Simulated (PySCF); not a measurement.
**Li2: energy against distance**

Set-up: basis Li x2c-TZVPPall; spin-free X2C with a Gaussian nucleus; PySCF 2.14. Energies in eV from Li + Li in their ground configurations at the same level. State: ¹Σg⁺ (singlet), closed shell.

All columns are r²SCAN.

```json
{"R (Å)": "2.352", "E (eV)": "-0.622", "HOMO (eV)": "-3.34", "LUMO (eV)": "-1.38", "Mayer bond order": "1.00", "⟨S²⟩": "0.00"}
{"R (Å)": "2.462", "E (eV)": "-0.703", "HOMO (eV)": "-3.31", "LUMO (eV)": "-1.42", "Mayer bond order": "1.00", "⟨S²⟩": "0.00"}
{"R (Å)": "2.571", "E (eV)": "-0.752", "HOMO (eV)": "-3.27", "LUMO (eV)": "-1.46", "Mayer bond order": "1.00", "⟨S²⟩": "0.00"}
{"R (Å)": "2.653", "E (eV)": "-0.773", "HOMO (eV)": "-3.25", "LUMO (eV)": "-1.50", "Mayer bond order": "1.00", "⟨S²⟩": "0.00"}
{"R (Å)": "2.735", "E (eV)": "-0.781", "HOMO (eV)": "-3.23", "LUMO (eV)": "-1.54", "Mayer bond order": "1.00", "⟨S²⟩": "0.00"}
{"R (Å)": "2.817", "E (eV)": "-0.779", "HOMO (eV)": "-3.21", "LUMO (eV)": "-1.58", "Mayer bond order": "1.00", "⟨S²⟩": "0.00"}
{"R (Å)": "2.926", "E (eV)": "-0.764", "HOMO (eV)": "-3.19", "LUMO (eV)": "-1.63", "Mayer bond order": "1.00", "⟨S²⟩": "0.00"}
{"R (Å)": "3.063", "E (eV)": "-0.728", "HOMO (eV)": "-3.16", "LUMO (eV)": "-1.70", "Mayer bond order": "1.00", "⟨S²⟩": "0.00"}
{"R (Å)": "3.227", "E (eV)": "-0.668", "HOMO (eV)": "-3.14", "LUMO (eV)": "-1.79", "Mayer bond order": "1.00", "⟨S²⟩": "0.00"}
{"R (Å)": "3.446", "E (eV)": "-0.569", "HOMO (eV)": "-3.10", "LUMO (eV)": "-1.90", "Mayer bond order": "1.00", "⟨S²⟩": "0.00"}
```

Closed-shell solutions of metal pairs were not tested for spin polarisation, which can lower them a little.
